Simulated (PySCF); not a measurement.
Species: C₄H₉P.
Bonds: C1–P2, P2–C3, C3–C4, C4–C5, C3–C5. Hydrogens: H6, H7, H8 on C1; H9 on P2; H10 on C3; H11, H12 on C4; H13, H14 on C5.

NICS is the negative of the GIAO shielding at a point without a nucleus: at the ring centre (0) and 1 Å above and below it (1); zz is the component along the ring normal. Level: GIAO PBE0/pcSseg-1 (PySCF, non-relativistic, gas phase) on the GFN2-xTB geometry, one conformer.

Ring bond lengths (Å), with Mayer bond orders in brackets: C3–C4 1.502 (0.95), C4–C5 1.492 (0.98), C5–C3 1.503 (0.94).

Task: What do the NICS probes read (ppm)?

Result: 
```csv
ring,type,NICS(0),"NICS(1), two faces","NICS(1)zz, two faces",rms pucker (Å),"centre to ring atoms, mean (Å)"
C3–C4–C5,3-membered carbocycle; formal bonds all single,-44.6,-8.7 / -8.7,-24.2 / -22.8,0.00,0.87
```

Task: What do they say, and how far can they be read as aromaticity?

Result: 
- C3–C4–C5: mean NICS(1)zz -23.5 ppm, shielded. C3, C4, C5 have four or more neighbours, so the value isn't read as a sign of a π ring current. NICS(0) lies 36 ppm below the mean NICS(1).

Task: At the second NICS(1) probe listed for ring C3–C4–C5, 1 Å off the ring, how large is the induced field along the normal in 9.4 T applied along it?

Result: NICSzz × B0 = -22.8 ppm × 9.4 T = -214 μT, against the applied field.

Conformer computed: `[CH3:1][PH:2][CH:3]1[CH2:4][CH2:5]1`: C1–P2–C3–C4 166°.
